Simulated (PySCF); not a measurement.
# A PySCF run on Li₂

State: ¹Σg⁺ (singlet), closed shell.

An equivalent input (the run itself took its basis sets from the Basis Set Exchange, started from a PBE0 density and held the occupation σ 3α 3β):

```python
from pyscf import gto, scf, cc
mol = gto.M(atom='Li 0 0 0; Li 0 0 2.785', basis={'Li': 'def2-SVPD'},
            charge=0, spin=0, verbose=4, symmetry='C2v')
mf = scf.RHF(mol)
mf.irrep_nelec = {'A1': 6}
mf.conv_tol = 1e-9
mf.max_cycle = 60
mf.diis_space = 10
mf.kernel()
mycc = cc.CCSD(mf, frozen=[])
mycc.run(conv_tol=1e-7, conv_tol_normt=1e-5, max_cycle=80, diis_space=8)
et = mycc.ccsd_t()
```

The SCF ended at -14.85622532 hartree. The coupled-cluster part of the log:

```
******** <class 'pyscf.cc.ccsd.CCSD'> ********
CC2 = 0
CCSD nocc = 3, nmo = 24
frozen orbitals []
max_cycle = 80
direct = 0
conv_tol = 1e-07
conv_tol_normt = 1e-05
diis_space = 8
diis_start_cycle = 0
diis_start_energy_diff = 1e+09
Init t2, MP2 energy = -14.8772203732753  E_corr(MP2) -0.0209950534420307
Init E_corr(CCSD) = -0.0209950534426191
cycle = 1  E_corr(CCSD) = -0.0270233592053148  dE = -0.00602830576  norm(t1,t2) = 0.0631445
cycle = 2  E_corr(CCSD) = -0.0296017686075272  dE = -0.0025784094  norm(t1,t2) = 0.0337319
cycle = 3  E_corr(CCSD) = -0.032462328217026  dE = -0.00286055961  norm(t1,t2) = 0.0194968
cycle = 4  E_corr(CCSD) = -0.0324692916849546  dE = -6.96346793e-06  norm(t1,t2) = 0.00297213
cycle = 5  E_corr(CCSD) = -0.0325340096483377  dE = -6.47179634e-05  norm(t1,t2) = 0.000741551
cycle = 6  E_corr(CCSD) = -0.0325073761535241  dE = 2.66334948e-05  norm(t1,t2) = 0.000298919
cycle = 7  E_corr(CCSD) = -0.0325027468593848  dE = 4.62929414e-06  norm(t1,t2) = 0.000108515
cycle = 8  E_corr(CCSD) = -0.0325092352482139  dE = -6.48838883e-06  norm(t1,t2) = 4.41414e-05
cycle = 9  E_corr(CCSD) = -0.0325076867688987  dE = 1.54847932e-06  norm(t1,t2) = 1.75384e-05
cycle = 10  E_corr(CCSD) = -0.0325073479530529  dE = 3.38815846e-07  norm(t1,t2) = 4.26195e-06
cycle = 11  E_corr(CCSD) = -0.0325073592301359  dE = -1.1277083e-08  norm(t1,t2) = 1.51243e-06
CCSD converged
E(CCSD) = -14.88873267906344  E_corr = -0.03250735923013588
CCSD(T) correction = -0.000138592552536955
```

T1 diagnostic 0.012, D1 0.028, 6 electrons correlated.

Repeating this along the bond gives Re = 2.779 Å and ωe = 318 cm⁻¹.

A point of this curve took 0.24 CPU seconds beside 0.019 for the integrals, on Intel Xeon Platinum 8175M @ 2.50GHz (shared host).

Correlated steps freeze no core orbitals.
